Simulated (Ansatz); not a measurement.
hcp Be, treated with r²SCAN (PAW; Ansatz, a quantum-chemistry and plane-wave program).

Run with plane-wave cutoff 560 eV, 30×30×16 k mesh (along the axes of the cell as run), Fermi–Dirac smearing 0.05 eV, scalar-relativistic PAW data made under PBE.

Shape and atoms are relaxed at each volume.

Pressure at four volumes; x = ln(V/7.907 Å³). One pressure is withheld.

| V (Å³/atom) | x | P (GPa) |
|---|---|---|
| 7.591 | -0.0408 | ? |
| 7.749 | -0.0202 | 2.60 |
| 7.907 | 0.0000 | 0.00 |
| 8.224 | 0.0393 | -4.57 |

Task: Pass a parabola P(x) through the three rows shown, estimate the bulk modulus and its pressure derivative near zero pressure, and predict the withheld pressure.

Result: Slopes between the rows: (0.00 − (2.60))/(0.0000 − (-0.0202)) = -128.71 and (-4.57 − (0.00))/(0.0393 − (0.0000)) = -116.28 GPa. Their difference over the span 0.0595 is c = 12.43/0.0595 = 208.9 GPa, so P(x) = 2.60 + (-128.71)(x − (-0.0202)) + 208.9 (x − (-0.0202))(x − (0.0000)). At the middle row B = −dP/dx = −[-128.71 + 208.9 × 0.0202] = 124.5 GPa, and B′ = dB/dP = 2c/B = 3.4. At x = -0.0408 the parabola gives 5.43 GPa; the run gives 5.43 GPa. The Birch–Murnaghan fit to the energies at all volumes has B0 = 124 GPa and B′ = 3.3.

Measured, for comparison: bulk modulus 117 GPa (room temperature, not corrected to a static lattice, sources range from 97.2 to 117; as tabulated in arXiv:2410.04971). Computed less measured: bulk modulus +6 % (+6 % to +28 % over the range). A static lattice is as a rule a little smaller and stiffer than an uncorrected measurement, which can account for part of this in the bulk modulus.
